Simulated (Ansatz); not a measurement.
Molecule: Si2, net charge 0, triplet state. SMILES: [Si]=[Si]
Geometry from a B3LYP-D3(BJ)/def2-TZVP (Ansatz, a first-principles code) optimisation:
```xyz
2

Si     0.0000     0.0000    -1.1339
Si     0.0000     0.0000     1.1339
```
Charge 0, spin multiplicity 3.

Atomisation energy built up term by term with Ansatz (kcal/mol; UHF references for open shells; valence terms freeze the core; atomic spin-orbit terms are left out). Basis-set limits of correlation are two-point, X^-3; Hartree-Fock from the larger set (for Q and 5 zeta extrapolated as (X+1)exp(-9√X)).

| term | basis | kcal/mol |
|---|---|---|
| Hartree-Fock | CBS(cc-pV(Q+d)Z,cc-pV(5+d)Z) | 41.84 |
| CCSD correlation | CBS(cc-pV(Q+d)Z,cc-pV(5+d)Z) | 29.47 |
| (T) | CBS(cc-pV(Q+d)Z,cc-pV(5+d)Z) | 4.52 |
| CCSDT - CCSD(T) | cc-pV(D+d)Z | 0.54 |
| (Q) | cc-pV(D+d)Z | 0.34 |
| core correlation | cc-pwCVTZ | 0.27 |
| scalar relativity (X2C) | cc-pVTZ-DK against cc-pVTZ | -0.16 |
| sum: De |  | 76.8 |

(T) makes 6.0 % of the CCSD(T) atomisation energy.
